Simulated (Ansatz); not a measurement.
# C₃H₉NO: one species, many methods

Aim: compute C₃H₉NO with functionals from several rungs and with coupled cluster, and see how far each lands from CCSD(T) at the basis-set limit for the atomisation energy.

The runs use Ansatz 0.2.0, Gaussian basis; functionals in def2-TZVPP, the program's frozen cores in correlated methods.

Levels to be run: LDA (SPW92), PBE-D4, revPBE-D4, BLYP-D4, r2SCAN-D4, B97M-V, PBE0-D4, B3LYP-D4, r2SCANh-D4, r2SCAN0-D4, HSE06-D4, BHLYP-D4, CAM-B3LYP-D4, LC-ωPBE, ωB97X-V, ωB97M-V, B2PLYP, PBE-QIDH; CCSD(T)/def2-SVP; CCSD(T)/def2-TZVPP; MP2/def2-QZVPP; extrapolation to the limit; RPA on PBE.

## Step 1: The geometry

All runs share one geometry, relaxed beforehand with PBE0-D4 in a triple-zeta def2 set.

SMILES `CNCOC`, 14 atoms, charge 0, spin multiplicity 1.

Atoms are counted from 1 here; the program's logs count them from 0.

Bond lengths: C1–N2 1.447 Å, C1–H6 1.098 Å, C1–H7 1.093 Å, C1–H8 1.092 Å, N2–C3 1.423 Å, N2–H9 1.010 Å, C3–O4 1.418 Å, C3–H10 1.099 Å, C3–H11 1.093 Å, O4–C5 1.400 Å, C5–H12 1.090 Å, C5–H13 1.100 Å, C5–H14 1.099 Å. Angles: N2–C1–H6 114.3°, N2–C1–H7 109.0°, N2–C1–H8 109.5°, H6–C1–H7 107.5°, H6–C1–H8 108.7°, H7–C1–H8 107.6°, C1–N2–C3 115.3°, C1–N2–H9 111.9°, C3–N2–H9 112.1°, N2–C3–O4 116.8°, N2–C3–H10 108.2°, N2–C3–H11 109.0°, O4–C3–H10 109.3°, O4–C3–H11 104.3°, H10–C3–H11 109.1°, C3–O4–C5 113.3°, O4–C5–H12 107.6°, O4–C5–H13 111.5° and more.

## Step 2: LDA

This LDA is Slater exchange with PW92 correlation.

Contents of in.yaml:

```yaml
crystal:
  periodic: [false, false, false]
  atoms:
    - {symbol: C, position_ang: [-1.634422, -0.501490, 0.698974]}
    - {symbol: N, position_ang: [-0.269426, -0.287566, 1.130103]}
    - {symbol: C, position_ang: [0.732154, -0.779389, 0.246677]}
    - {symbol: O, position_ang: [0.691241, -0.308427, -1.090025]}
    - {symbol: C, position_ang: [0.997657, 1.052049, -1.208384]}
    - {symbol: H, position_ang: [-1.889708, -0.013966, -0.251107]}
    - {symbol: H, position_ang: [-1.805292, -1.574335, 0.574345]}
    - {symbol: H, position_ang: [-2.320103, -0.144902, 1.469735]}
    - {symbol: H, position_ang: [-0.104466, 0.673436, 1.393794]}
    - {symbol: H, position_ang: [1.715157, -0.551845, 0.681787]}
    - {symbol: H, position_ang: [0.623354, -1.862912, 0.154586]}
    - {symbol: H, position_ang: [1.042856, 1.287572, -2.271964]}
    - {symbol: H, position_ang: [1.971450, 1.286966, -0.753564]}
    - {symbol: H, position_ang: [0.236651, 1.695610, -0.746156]}
basis:
  gaussian: {orbitals: def2-TZVPP}
hamiltonian: {xc: lda}
output: {orbitals: {seedname: orbitals}}
```

Run with:

```sh
$ ansatz run in.yaml --threads 4 --pin off --events-out ev --progress --plain --max-ram 10444MiB
```

After this run come: PBE-D4 (GGA); revPBE-D4 (GGA); BLYP-D4 (GGA); r2SCAN-D4 (meta-GGA); B97M-V (meta-GGA); PBE0-D4 (hybrid); B3LYP-D4 (hybrid); r2SCANh-D4 (hybrid); r2SCAN0-D4 (hybrid); HSE06-D4 (hybrid); BHLYP-D4 (hybrid); CAM-B3LYP-D4 (range-separated); LC-ωPBE (range-separated); ωB97X-V (range-separated); ωB97M-V (range-separated); B2PLYP (double hybrid); PBE-QIDH (double hybrid); CCSD(T) in def2-SVP; CCSD(T) in def2-TZVPP; MP2 in def2-QZVPP; RPA on PBE orbitals.

Before running them: what should the planned runs give, taken together? Wanted: atomisation energy, CCSD(T)/CBS; farthest beyond LDA; mean size of error, GGA; mean size of error, meta-GGA; mean size of error, hybrid; mean size of error, range-separated; mean size of error, double hybrid; gap, smallest and largest; T1 diagnostic.

**Answer**, as computed:

| quantity | value |
| --- | --- |
| atomisation energy, CCSD(T)/CBS | 54.600 eV |
| functionals within 0.273 eV (0.5 %) | revPBE-D4, BLYP-D4, r2SCAN-D4, B97M-V, PBE0-D4, B3LYP-D4, HSE06-D4, LC-ωPBE, ωB97X-V, ωB97M-V |
| farthest beyond LDA | BHLYP-D4 (-1.546 eV) |
| mean size of error, GGA | 0.492 eV |
| mean size of error, meta-GGA | 0.037 eV |
| mean size of error, hybrid | 0.555 eV |
| mean size of error, range-separated | 0.218 eV |
| mean size of error, double hybrid | 0.438 eV |
| gap, smallest and largest | 5.43 eV (BLYP-D4), 12.67 eV (LC-ωPBE) |
| T1 diagnostic | 0.0104 |
| triples share of the correlation energy | 3.7 % |

What this shows: LDA overbinds by 8.306 eV (15 %). PBE-D4 is off by +1.277 eV. Double hybrids carry the basis error of their MP2 part in triple zeta, and no dispersion term here, so their miss is partly the set-up's. The rungs meta-GGA, range-separated miss on average by less than the doubt on the reference (0.273 eV), so they tie. Misses under about 0.273 eV are within the doubt on the reference itself, which lacks core-valence correlation, relativity and higher excitations. Hartree-Fock recovers 72 % of the binding; the rest is correlation. CCSD(T) in def2-SVP is off by -2.632 eV, so the small basis spoils what the method gains. Orbital gaps span 5.4 to 12.7 eV; exact exchange widens them.
